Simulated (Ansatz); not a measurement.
bcc W, treated with PBE+SOC in Ansatz (plane waves, PAW).

Run with plane-wave cutoff 520 eV, 28×28×28 k mesh, Fermi–Dirac smearing 0.086 eV (set by the program), PAW data made under PBE.

Cell (relaxed at this level):

```yaml
crystal:
  lattice:
    - [-1.59252, 1.59252, 1.59252]
    - [1.59252, -1.59252, 1.59252]
    - [1.59252, 1.59252, -1.59252]
  atoms:
    - { symbol: W, position: [0.00000, 0.00000, 0.00000] }
```

Problem. What does this level give for the Young modulus, elastic constant C44, Poisson ratio, elastic constant C12 and elastic constant C11?

Solution. 
* **Young modulus**: 375 GPa
* **elastic constant C44**: 143 GPa
* **Poisson ratio**: 0.291
* **elastic constant C12**: 201 GPa
* **elastic constant C11**: 498 GPa

Measured, for comparison: elastic constant C44 163 GPa, elastic constant C12 205 GPa, elastic constant C11 533 GPa (0 K, extrapolated to 0 K; zero-point effects included; as tabulated in Wang et al. (2022), arXiv:2209.12322). Computed (rounded) less measured: elastic constant C44 -12 %, elastic constant C12 -2 %, elastic constant C11 -7 %.

Note: shear constants of such metals converge slowly with the k mesh.

Elastic constants are with the ions relaxed.

Computed values are for the static lattice.

Ansatz is a program for electronic structure.
